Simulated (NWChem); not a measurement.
Species: CH₃, doublet; SMILES [CH3]

Results from NWChem. Spin-unrestricted. In the optimisation the excess spin sits in a2" (D3h, its own frame). No stability test was run on the SCF state. The level has its own optimisation; frequencies are unscaled.

**Question.** What does the run give for B3LYP/def2-TZVP? Quantities: r C–H (Å); highest harmonic frequency (cm⁻¹); lowest (cm⁻¹); zero-point energy (kcal/mol).

**Answer.** The r C–H (Å) comes out as 1.079 and the highest harmonic frequency (cm⁻¹) is 3289. The lowest (cm⁻¹) comes out as 539 and the zero-point energy (kcal/mol) comes out as 18.6.
